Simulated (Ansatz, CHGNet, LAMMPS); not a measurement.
## Zinc-blende ZnS, TO(Γ) frequency

Reference value: 277 ± 3 cm⁻¹ (measured, room temperature, not corrected to a static lattice, neutron, our sources range from 273 to 277; as tabulated in Vagelatos et al., J. Chem. Phys. (1974)).

Task: Put these levels in order of the TO(Γ) frequency that they give for zinc-blende ZnS, smallest first: CHGNet 0.3.0, LDA (Ansatz, a quantum-chemistry and plane-wave program), ionic model hamad2002 (shell model, LAMMPS).

Result: CHGNet 0.3.0 (205 cm⁻¹), ionic model hamad2002 (257 cm⁻¹), LDA (291 cm⁻¹)

Unless a cell is named, each level is at its own relaxed cell (ionic model hamad2002 19.84, CHGNet 0.3.0 20.21, LDA 18.57 Å³/atom).

Differences against the reference: ionic model hamad2002 -7.2 %, CHGNet 0.3.0 -26 %, LDA +5.1 %.

The measured value isn't corrected to a static lattice, so vibrations enter the comparison.  Each level is taken at its own relaxed cell. Ansatz's density-functional and Hartree–Fock values are scalar-relativistic unless marked +SOC, with PAW data made under PBE.

Empirical potentials (ionic model hamad2002) are fitted to chosen data: where that held the value shown, agreement is built in, and what lay outside the fit can be far off. Machine-learned potentials (CHGNet 0.3.0) are trained on DFT data: a solid inside that data is no test of them.

Differences are worked out from the printed values.
